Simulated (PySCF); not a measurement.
# TDDFT excited states: Na2

Sodium diatomic, Na2.
Structure used (PBE0-D3(BJ)/def2-TZVP), in Å, numbered top down from 1:
```xyz
2
Na2 angstrom
Na     1.557   -0.042    0.005
Na    -1.542    0.012   -0.018
```

Method: TDDFT CAM-B3LYP/aug-cc-pVTZ, vertical, gas phase, core orbitals frozen in the response (PySCF 2.14.0, density-fitted response routines). Isolated species at its PBE0-D3(BJ)/def2-TZVP geometry, gas phase.

```json
{"state": "S1", "λ (nm)": "588.0", "E (eV)": "2.11", "f": "0.634", "symmetry": "Σu+", "main configurations (H = HOMO, L = LUMO)": "H→L (100%)"}
{"state": "S2", "λ (nm)": "467.8", "E (eV)": "2.65", "f": "0.550", "symmetry": "Πu", "main configurations (H = HOMO, L = LUMO)": "H→L+1/L+2 (≥96%)"}
{"state": "S3", "λ (nm)": "467.8", "E (eV)": "2.65", "f": "0.550", "symmetry": "Πu", "main configurations (H = HOMO, L = LUMO)": "H→L+1/L+2 (≥96%)"}
{"state": "S4", "λ (nm)": "410.7", "E (eV)": "3.02", "f": "0.0000", "symmetry": "–", "main configurations (H = HOMO, L = LUMO)": "H→L+3 (65%), H→L+7 (21%), H→L+10 (12%)"}
{"state": "S5", "λ (nm)": "383.7", "E (eV)": "3.23", "f": "0.0000", "symmetry": "–", "main configurations (H = HOMO, L = LUMO)": "H→L+6 (65%), H→L+13 (29%)"}
{"state": "S6", "λ (nm)": "383.7", "E (eV)": "3.23", "f": "0.0000", "symmetry": "–", "main configurations (H = HOMO, L = LUMO)": "H→L+5 (65%), H→L+12 (29%)"}
{"state": "S7", "λ (nm)": "376.1", "E (eV)": "3.30", "f": "0.0000", "symmetry": "–", "main configurations (H = HOMO, L = LUMO)": "H→L+7 (65%), H→L+3 (28%)"}
{"state": "S8", "λ (nm)": "350.6", "E (eV)": "3.54", "f": "0.019", "symmetry": "Σu+", "main configurations (H = HOMO, L = LUMO)": "H→L+4 (85%), H→L+11 (13%)"}
{"state": "S9", "λ (nm)": "335.7", "E (eV)": "3.69", "f": "0.0000", "symmetry": "–", "main configurations (H = HOMO, L = LUMO)": "H→L+15 (99%)"}
{"state": "S10", "λ (nm)": "335.7", "E (eV)": "3.69", "f": "0.0000", "symmetry": "–", "main configurations (H = HOMO, L = LUMO)": "H→L+14 (99%)"}
```

Triplets (Tamm–Dancoff): T1 0.95 eV, H→L (94%); T2 1.78 eV, H→L+1/L+2 (≥75%), H→L+8 (9%); T3 1.78 eV, H→L+1/L+2 (≥75%), H→L+9 (9%).

The lowest singlet lies at 2.11 eV (588 nm, visible) and is strong; its leading configuration is HOMO→LUMO (100%). The strongest level in the table is S2/S3 at 2.65 eV (468 nm, f = 1.099 summed). S2/S3, S5/S6 and S9/S10 lie within about 0.01 eV of each other in each set; the point group D∞h has degenerate representations, and within a degenerate level the listed configurations can mix freely. Orbital energies (eV): HOMO-3 -33.18, HOMO-2 -33.18, HOMO-1 -33.15, HOMO -4.39, LUMO -0.79, LUMO+1 -0.03, LUMO+2 -0.03. The oscillator strengths of these states sum to 1.752; summed over the whole spectrum of an exact calculation they would give the number of electrons, 22 (Thomas–Reiche–Kuhn). Weighted by f, the mean energy of these states is 2.46 eV. 6 computed singlets (S1 to S6) lie in the visible range (380 to 750 nm), the largest f among them at 588 nm, f = 0.634; light of that wavelength is yellow, and its complementary colour is blue; a Tamm–Dancoff triplet lies at 696 nm, without intensity as long as spin–orbit coupling is left out. Symmetry labels in D∞h follow from the direction of the transition dipole and are given only for states with f of 0.002 or more. Orbitals of the list HOMO-3 to LUMO+2 that lie within 0.01 eV of each other are written together with a slash and their weights summed (≥ marks a lower bound); for degenerate orbitals outside that list single weights are arbitrary. Only the lowest 10 singlets were computed, as vertical energies without vibronic structure.
